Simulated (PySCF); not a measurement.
Zinc-blende GaSb: correlation energy from several methods in one and the same small orbital space (PySCF; 2 atoms at the zone centre, 8 electrons in 20 orbitals, empty ones MP2 natural orbitals of a TZ basis, lattice constant set to 6.0959 Å). It tests the methods against each other and lies far from the crystal's limit.

Full CI gives -1.9997 eV per atom.

Problem. What share of it do MP2, CCSD, CCSD(T), CCSDT, CCSDT(Q) recover?

Solution. MP2 66.1 %; CCSD 97.2 %; CCSD(T) 98.8 %; CCSDT 99.6 %; CCSDT(Q) 99.8 %.

```tsv
method	E_corr (eV per atom)	share of full CI (%)	error (meV)
MP2	-1.3226	66.1	677
CCSD	-1.9446	97.2	55
CCSD(T)	-1.9767	98.8	23
CCSDT	-1.9909	99.6	9
CCSDT(Q)	-1.9959	99.8	4
full CI	-1.9997	100.0	0
```

The Hartree–Fock determinant has a weight of 0.85 in the full CI state.

MP2, (T) and (Q) use filled levels shifted down by the Madelung term, which in so small a cell is a large part of the gap, so these rows hang on it.
